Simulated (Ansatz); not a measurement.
Program: Ansatz 0.2.0.

Basis-set series for C2H6FN (`CNCF`). Total charge 0; spin multiplicity 1. The structure was optimised at the PBE0-D4/def2-TZVP level. It is one conformer, not always the lowest.

```
functional       basis  functions  energy (Eh)  HOMO (eV)  LUMO (eV)
   PBE0-D4    def2-SVP         86   -233.98029      -7.04       1.97
   PBE0-D4  def2-TZVPP        208   -234.25606      -7.25       1.27
   ωB97M-V    def2-SVP         86   -234.12781      -9.42       3.61
   ωB97M-V  def2-TZVPP        208   -234.41424      -9.63       2.68
```

Give the rows for def2-QZVPP. (Estimate.)

The calculation gave: 
```
functional       basis  functions  energy (Eh)  HOMO (eV)  LUMO (eV)
   PBE0-D4  def2-QZVPP        408   -234.26930      -7.29       0.76
   ωB97M-V  def2-QZVPP        408   -234.42723      -9.68       1.86
```

Positive LUMOs are unbound and depend on the basis.
